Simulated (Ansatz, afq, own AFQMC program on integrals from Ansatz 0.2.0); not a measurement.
HfH3S3, doublet: AFQMC among the cluster methods

| atom | x (Å) | y (Å) | z (Å) |
| --- | --- | --- | --- |
| S | 0.8991 | 1.1165 | -1.3302 |
| Hf | -0.6347 | 0.2524 | 0.3504 |
| S | -0.2840 | -1.9566 | 1.3117 |
| S | -2.5247 | 1.6049 | 1.0726 |
| H | 0.1927 | 2.2706 | -1.4270 |
| H | 0.8254 | -2.1520 | 0.5562 |
| H | -2.9329 | 0.6367 | 1.9306 |

Basis def2-SVP with its core potentials. Only valence electrons are correlated. Ansatz 0.2.0 and our own AFQMC program on the same integrals; the CISD trial comes from CCSD amplitudes, and released means the phaseless constraint is let go. Error bars are statistical, one sigma. No spin–orbit coupling. The metal's outer-core s and p shells are frozen, which shifts wave-function levels against functionals.

Determinant: UHF, the one that the program's search chose, which needn't be the lowest solution. The geometry is a PBE0/def2-SVP stationary point of this or a neighbouring charge and spin state.

No full CI on the walks' own integrals is used here. The released AFQMC energy serves as the reference, which it does only where one determinant dominates, the energy is flat over the last release times and near the phaseless one (40 meV or 2 meV an electron, half that with transition metals). On small molecules, where full CI could be run and the noise was under 10 meV, such values lay within 10 meV of it in 19 cases of 20, a flattering rate, since the rule was set on those same cases; what remains of the bias isn't in the error bar.

Cautions: no spin-orbit coupling; outer-core shells of the metal frozen; the released value is read at 1.20 1/Eh with a noise of 13 meV, more than in the cases checked (meV from the phaseless value at times in 1/Eh: -8 ± 9 at 0.24, -28 ± 10 at 0.48, -5 ± 10 at 0.80, -15 ± 13 at 1.20); released reference can be 30 meV off for metals.

* T1 diagnostic: 0.0209
* weight of the determinant in the CISD state: 0.773
* ⟨S²⟩ of the determinant: 0.758
* size of the correlated space: 25 electrons in 82 orbitals

```
  level  correlation energy (eV)
    MP2                 -12.8178
   CCSD                 -14.1921
CCSD(T)                 -14.7001
```

(1) Estimate where AFQMC with the constraint released lies against CCSD(T) on the same integrals.

(1) 2.99 ± 0.47 mEh below CCSD(T).

Reference: AFQMC with the constraint released, correlation energy -14.782 ± 0.013 eV.

```json
{"level": "CCSD(T)", "E − E(reference) (mEh)": "2.99 ± 0.47", "share of correlation (%)": "99.45"}
{"level": "ph-AFQMC/CISD", "E − E(reference) (mEh)": "0.55 ± 0.53", "share of correlation (%)": "99.90"}
```

Released energies are given only where the last usable release times agree within the noise; a slower fall can still hide under it.
